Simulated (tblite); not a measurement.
C₅H₆F (doublet state).
SMILES: `CC1=C(F)[CH]C1`

Computed geometry: GFN2-xTB, gas phase. This method treats the open shell by occupation alone, without spin polarisation.

Masses are those of the commonest isotopes; rigid-rotor values at the optimised geometry. 

Problem. Give the principal moments of inertia and the rotational constants in MHz.

Solution. Ia = 101.82, Ib = 132.98, Ic = 228.51 u·Å²; 505379 MHz·u·Å²/I gives A = 4963, B = 3800, C = 2212 MHz.

Problem. Classify the top.

Solution. An asymmetric top: κ = (2 × 3800 − 4963 − 2212)/(4963 − 2212) = 0.15.

Problem. What does the inertial defect say?

Solution. Not planar: Δ = Ic − Ia − Ib = -6.30 u·Å². For a rigid frame Δ = −2 Σ m c², so Σ m c² = 3.15 u·Å² lies off the ab plane, practically all of it from hydrogen. The atom farthest from that plane is 0.89 Å away.

Problem. Give the other two planar moments, Paa and Pbb, and the rms extents of the mass along the axes.

Solution. Paa = Σ m a² = (Ib + Ic − Ia)/2 = 129.83 and Pbb = Σ m b² = (Ia + Ic − Ib)/2 = 98.67 u·Å². With the mass M = 85.05 u, the rms extents √(P/M) along a, b and c are 1.24, 1.08, 0.19 Å.

Problem. Give the coordinates in the principal-axis frame, origin at the centre of mass.

Solution. The sense of each axis is arbitrary; atoms in the order of the calculation.
```tsv
atom	mass (u)	a (Å)	b (Å)	c (Å)
C1	12.000	1.759	-1.170	-0.001
C2	12.000	0.735	-0.115	0.001
C3	12.000	-0.650	-0.035	0.000
F4	18.998	-1.599	-0.982	0.000
C5	12.000	-0.714	1.342	-0.001
C6	12.000	0.805	1.409	0.000
H7	1.008	2.400	-1.081	-0.881
H8	1.008	1.295	-2.154	0.003
H9	1.008	2.407	-1.078	0.874
H10	1.008	-1.486	2.081	-0.003
H11	1.008	1.249	1.852	0.890
H12	1.008	1.251	1.852	-0.889
```

Problem. Where do the levels up to J = 5 lie, in cm⁻¹?

Solution. Above 0(0,0):
J = 1: 1(0,1) 0.2005, 1(1,1) 0.2393, 1(1,0) 0.2923
J = 2: 2(0,2) 0.5726, 2(1,2) 0.5874, 2(1,1) 0.7464, 2(2,1) 0.8628, 2(2,0) 0.8918
J = 3: 3(0,3) 1.0906, 3(1,3) 1.0944, 3(1,2) 1.4005, 3(2,2) 1.4644, 3(2,1) 1.5771, 3(3,1) 1.8060, 3(3,0) 1.8178
J = 4: 4(0,4) 1.7522, 4(1,4) 1.7531, 4(1,3) 2.2178, 4(2,3) 2.2422, 4(2,2) 2.4914, 4(3,2) 2.6457, 4(3,1) 2.7109, 4(4,1) 3.0744, 4(4,0) 3.0784
J = 5: 5(0,5) 2.5602, 5(1,5) 2.5603, 5(1,4) 3.1752, 5(2,4) 3.1822, 5(2,3) 3.6000, 5(3,3) 3.6802, 5(3,2) 3.8590, 5(4,2) 4.1398, 5(4,1) 4.1700, 5(5,1) 4.6715, 5(5,0) 4.6727
Those of J = 1 are B + C, A + C and A + B.

For this open shell read J as N, the rotation without spin; fine and hyperfine splittings come on top. Its GFN2-xTB frequencies are all real (lowest 78 cm⁻¹). These are rigid-rotor constants of the computed structure; measured ground-state constants (B0) also hold zero-point vibration.
